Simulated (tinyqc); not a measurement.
Worked calculation (part 3 of 3): UHF in the sto-3g basis, for CH, spin multiplicity 4. Computed by tinyqc, a small Python program that keeps every step (integrals from PySCF). Command: `OMP_NUM_THREADS=1 python tinyqc.py 28574 28575 out.jsonl` (the two numbers bound the seeds that draw the settings). One thread of a shared host (Intel(R) Xeon(R) Processor @ 2.60GHz), about 0.1 s of CPU time with the checks.

Geometry (angstrom):
```
atom         x         y         z
C     0.000000  0.000000  0.000000
H     0.000000  0.000000  1.936000
```

## Iteration 10 (converged): orbitals

converged F(alpha) (hartree):
```
             1C 1s      1C 2s     1C 2px     1C 2py     1C 2pz      2H 1s
1C 1s   -10.920790  -2.958108   0.000000   0.000000   0.000150  -0.113567
1C 2s    -2.958108  -1.489002   0.000000   0.000000   0.059488  -0.191070
1C 2px    0.000000   0.000000  -0.325906   0.000000   0.000000   0.000000
1C 2py    0.000000   0.000000   0.000000  -0.325906   0.000000   0.000000
1C 2pz    0.000150   0.059488   0.000000   0.000000   0.179888  -0.182576
2H 1s    -0.113567  -0.191070   0.000000   0.000000  -0.182576  -0.476320
```

converged F(beta) (hartree):
```
             1C 1s      1C 2s    1C 2px    1C 2py     1C 2pz      2H 1s
1C 1s   -10.876732  -2.895731  0.000000  0.000000   0.000163  -0.108849
1C 2s    -2.895731  -1.185973  0.000000  0.000000  -0.083510  -0.171922
1C 2px    0.000000   0.000000  0.390499  0.000000   0.000000   0.000000
1C 2py    0.000000   0.000000  0.000000  0.390499   0.000000   0.000000
1C 2pz    0.000163  -0.083510  0.000000  0.000000   0.308081  -0.074794
2H 1s    -0.108849  -0.171922  0.000000  0.000000  -0.074794   0.234916
```

X:
```
            1C 1s      1C 2s    1C 2px    1C 2py     1C 2pz      2H 1s
1C 1s    1.024430  -0.130468  0.000000  0.000000  -0.001478   0.009566
1C 2s   -0.130468   1.032793  0.000000  0.000000   0.010138  -0.076216
1C 2px   0.000000   0.000000  1.000000  0.000000   0.000000   0.000000
1C 2py   0.000000   0.000000  0.000000  1.000000   0.000000   0.000000
1C 2pz  -0.001478   0.010138  0.000000  0.000000   1.012001  -0.090697
2H 1s    0.009566  -0.076216  0.000000  0.000000  -0.090697   1.020209
```

Diagonalise F' = X^T F X, C = X C', fill 5 alpha and 2 beta electrons from the bottom; D(s) = C_occ C_occ^T. Each column has its largest component positive (the first on a tie).

F' = X^T F X (alpha) (hartree):
```
            1          2          3          4          5          6
1  -10.697263  -1.514479   0.000000   0.000000  -0.013860   0.016200
2   -1.514479  -0.950362   0.000000   0.000000   0.082387  -0.086934
3    0.000000   0.000000  -0.325906   0.000000   0.000000   0.000000
4    0.000000   0.000000   0.000000  -0.325906   0.000000   0.000000
5   -0.013860   0.082387   0.000000   0.000000   0.215281  -0.169424
6    0.016200  -0.086934   0.000000   0.000000  -0.169424  -0.437515
```

orbital energies (alpha) (hartree): MO1 -10.927162, MO2 -0.747115, MO3 -0.462833, MO4 -0.325906, MO5 -0.325906, MO6 0.267253

coefficients C (alpha):
```
              MO1        MO2        MO3       MO4        MO5        MO6
1C 1s    0.993244  -0.270637   0.075448  0.000000   0.000000  -0.033189
1C 2s    0.026031   0.985811  -0.313977  0.000000   0.000000   0.136059
1C 2px   0.000000   0.000000   0.000000  0.354157   0.935186   0.000000
1C 2py   0.000000   0.000000   0.000000  0.935186  -0.354157   0.000000
1C 2pz   0.000203  -0.052724   0.178681  0.000000   0.000000   0.998885
2H 1s   -0.002278   0.188945   0.948781  0.000000   0.000000  -0.345053
```

F' = X^T F X (beta) (hartree):
```
            1          2         3         4          5          6
1  -10.662490  -1.494227  0.000000  0.000000   0.005267   0.022059
2   -1.494227  -0.645130  0.000000  0.000000  -0.068019  -0.130005
3    0.000000   0.000000  0.390499  0.000000   0.000000   0.000000
4    0.000000   0.000000  0.000000  0.390499   0.000000   0.000000
5    0.005267  -0.068019  0.000000  0.000000   0.329697  -0.123575
6    0.022059  -0.130005  0.000000  0.000000  -0.123575   0.280677
```

orbital energies (beta) (hartree): MO1 -10.880627, MO2 -0.460955, MO3 0.211921, MO4 0.390499, MO5 0.390499, MO6 0.432414

coefficients C (beta):
```
              MO1        MO2        MO3        MO4       MO5        MO6
1C 1s    0.994835  -0.268398   0.066930   0.000000  0.000000  -0.018908
1C 2s    0.020115   1.000985  -0.278266   0.000000  0.000000   0.098926
1C 2px   0.000000   0.000000   0.000000   0.957890  0.287137   0.000000
1C 2py   0.000000   0.000000   0.000000  -0.287137  0.957890   0.000000
1C 2pz   0.000440   0.107876   0.581739   0.000000  0.000000   0.826087
2H 1s   -0.001855   0.110941   0.707187   0.000000  0.000000  -0.736564
```

D(alpha) after iteration 10:
```
            1C 1s      1C 2s    1C 2px    1C 2py     1C 2pz      2H 1s
1C 1s    1.065470  -0.264631  0.000000  0.000000   0.027952   0.018185
1C 2s   -0.264631   1.071082  0.000000  0.000000  -0.108073  -0.111691
1C 2px   0.000000   0.000000  1.000000  0.000000   0.000000   0.000000
1C 2py   0.000000   0.000000  0.000000  1.000000   0.000000   0.000000
1C 2pz   0.027952  -0.108073  0.000000  0.000000   0.034707   0.159567
2H 1s    0.018185  -0.111691  0.000000  0.000000   0.159567   0.935890
```

D(beta) after iteration 10:
```
            1C 1s      1C 2s    1C 2px    1C 2py     1C 2pz      2H 1s
1C 1s    1.061734  -0.248651  0.000000  0.000000  -0.028516  -0.031621
1C 2s   -0.248651   1.002376  0.000000  0.000000   0.107991   0.111013
1C 2px   0.000000   0.000000  0.000000  0.000000   0.000000   0.000000
1C 2py   0.000000   0.000000  0.000000  0.000000   0.000000   0.000000
1C 2pz  -0.028516   0.107991  0.000000  0.000000   0.011637   0.011967
2H 1s   -0.031621   0.111013  0.000000  0.000000   0.011967   0.012311
```

Within a degenerate level the vectors are fixed only up to a rotation; this is one choice.

## Convergence

Stop when the energy changes by less than 1e-08 hartree and every element of the error matrix X^T (F D S - S D F) X (for each spin) is below 3e-05.

Course of the cycle:
```
iteration   E (hartree)     change  largest element of the error matrix
1          -38.19751773          -                             1.02e-01
2          -37.63230735   5.65e-01                             1.12e-01
3          -37.65381315  -2.15e-02                             6.97e-02
4          -37.66815407  -1.43e-02                             2.21e-02
5          -37.67009436  -1.94e-03                             2.41e-03
6          -37.67012665  -3.23e-05                             1.88e-03
7          -37.67016908  -4.24e-05                             8.46e-04
8          -37.67017698  -7.90e-06                             1.54e-04
9          -37.67017708  -9.88e-08                             1.12e-05
10         -37.67017708  -6.33e-10                             1.21e-06
```

PySCF UHF in the same basis, after a stability check = -37.67017708 hartree

Converged in 10 iterations.

## Populations, bond orders and dipole

overlap S:
```
           1C 1s     1C 2s    1C 2px    1C 2py    1C 2pz     2H 1s
1C 1s   1.000000  0.248362  0.000000  0.000000  0.000000  0.009254
1C 2s   0.248362  1.000000  0.000000  0.000000  0.000000  0.143398
1C 2px  0.000000  0.000000  1.000000  0.000000  0.000000  0.000000
1C 2py  0.000000  0.000000  0.000000  1.000000  0.000000  0.000000
1C 2pz  0.000000  0.000000  0.000000  0.000000  1.000000  0.175460
2H 1s   0.009254  0.143398  0.000000  0.000000  0.175460  1.000000
```

Mulliken: Z minus the diagonal of D S on the atom; Loewdin: the same with S^(1/2) D S^(1/2); Mayer order: 2 sum_s sum (D(s) S)_ij (D(s) S)_ji over the two atoms.

Charges (e):
```
atom   Mulliken    Loewdin  Mulliken spin
1C    -0.021923  -0.022933       2.081997
2H     0.021923   0.022933       0.918003
```

Mayer bond orders:
```
pair     order
2-1   0.156791
```

dipole moment about the origin, x y z (debye): 0.000000  0.000000  0.125899

<S^2> of the determinant (pure state: 3.75) = 3.776774
